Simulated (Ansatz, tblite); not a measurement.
Cost and result up the ladder for BH2Me (CH5B) (7 atoms). Charge 0, multiplicity 1. Geometry: r2SCAN-D4/def2-TZVP.

```tsv
atom	x (Å)	y (Å)	z (Å)
B1	0.2544	0.1486	0.8287
H2	1.0698	0.9914	1.0736
H3	-0.2990	-0.3869	1.7465
C4	-0.1368	-0.1739	-0.6332
H5	-0.9450	0.5514	-0.8401
H6	-0.5773	-1.1592	-0.7961
H7	0.6338	0.0285	-1.3795
```

Ansatz on 4 threads of Arm Neoverse V2 on a shared host; xTB runs through tblite on one thread. Times are rough, summed over both states, and most runs start from the orbitals of an earlier one. PBE0-D4/def2-TZVP serves as the yardstick here, not as an exact answer. The other state is a triplet.

The xTB rows come from tblite.

xTB has no spin-polarisation term.

```tsv
level	functions	wall time	vertical triplet (eV)	difference from PBE0-D4/def2-TZVP (eV)
GFN2-xTB	13	0.002 s	5.01	-0.17
GFN1-xTB	18	0.004 s	5.16	-0.02
PBE-D4/def2-TZVP	92	0.9 s	4.91	-0.27
PBE0-D4/def2-TZVP	92	1.6 s	5.18	0.00
r2SCAN-D4/def2-TZVP (with forces)	92	2.8 s	4.98	-0.20
```
